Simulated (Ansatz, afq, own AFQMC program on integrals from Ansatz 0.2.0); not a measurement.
## BH2⁺, singlet: a scan with AFQMC

```yaml
atoms:
  - { symbol: B, position_ang: [0.0000, 0.0000, 0.0000] }
  - { symbol: H, position_ang: [0.0000, 0.0000, -1.1792] }
  - { symbol: H, position_ang: [0.0000, 0.0000, 1.1792] }
```

The angle H2–B1–H3 is changed with bond lengths fixed. Energies in mEh count from this geometry (180.000 °) at the same level; the start stands on RHF, each point on the determinant named.

Basis cc-pVDZ. Noble-gas cores (and the filled d shells of Ga–Kr and In–Xe) are frozen. Ansatz 0.2.0 and our own AFQMC program on the same integrals; the CISD trial comes from CCSD amplitudes, and released means the phaseless constraint is let go. ± is one standard error of the sampling.

Cautions, each for one point or more: another spin lies lower; restricted determinant unstable towards unrestricted; the ph-AFQMC/CISD walk drifts between its halves.

| angle H2–B1–H3 / ° | det. | T1 | weight | CCSD(T) | ph-AFQMC/CISD | released AFQMC | FCI | CCSDT(Q) | MP2 | r2SCAN |
| --- | --- | --- | --- | --- | --- | --- | --- | --- | --- | --- |
| 70.700 | RHF | 0.014 | 0.93 | 172.5 | 172.4 ± 0.06 | 172.3 ± 0.08 | 172.4 | 172.4 | 177.5 | 147.1§ |
| 89.400 | RHF | 0.014 | 0.95 | 112.8 | 112.9 ± 0.04 | 112.8 ± 0.04 | 112.8 | 112.8 | 115.6 | 109.3§ |
| 107.300 | RHF | 0.012 | 0.95 | 69.6 | 69.6 ± 0.04 | 69.6 ± 0.03 | 69.6 | 69.6 | 71.3 | 68.2 |
| 120.700 | RHF | 0.010 | 0.96 | 45.1 | 45.2 ± 0.03 | 45.1 ± 0.03 | 45.1 | 45.1 | 46.2 | 44.4 |
| 137.500 | RHF | 0.008 | 0.96 | 22.6 | 22.6 ± 0.03 | 22.6 ± 0.02 | 22.6 | 22.6 | 23.2 | 22.3 |
| 159.700 | RHF | 0.006 | 0.96 | 5.1 | 5.0 ± 0.03 | 5.1 ± 0.02 | 5.1 | 5.1 | 5.2 | 5.0 |

Weight is that of the determinant in the CISD state; at the start T1 is 0.006 and the weight 0.96. Symmetry can't show for every point that it stays on the start's state. § marks a functional whose ⟨S²⟩ is too high by over 0.1. Largest departures from full CI: CCSD(T) 0.1 mEh at 70.700 (on RHF), ph-AFQMC/CISD 0.1 mEh at 89.400 (on RHF), released AFQMC -0.1 mEh at 70.700 (on RHF) (within the noise), CCSDT(Q) 0.0 mEh at 70.700 (on RHF), MP2 5.1 mEh at 70.700 (on RHF). The functionals aren't scored here. In this small basis the wave-function levels are far from their limit, so their gap to the functionals isn't the functionals' error.

Some points may be missing: those where a free walk finds a much lower state, and past Zn most of those on another determinant than at the start.

CCSDT and higher add their correlation energy to the determinant of the CCSD(T) run, since their own runs factorise the integrals more tightly (a shift of under 2 meV). A walk keeps the symmetry of its determinant, which the program's search chose and which needn't be the lowest solution, so a lower state of the same spin and another symmetry isn't excluded. Released energies are given only where the last usable release times agree within the noise; a slower fall can still hide under it.
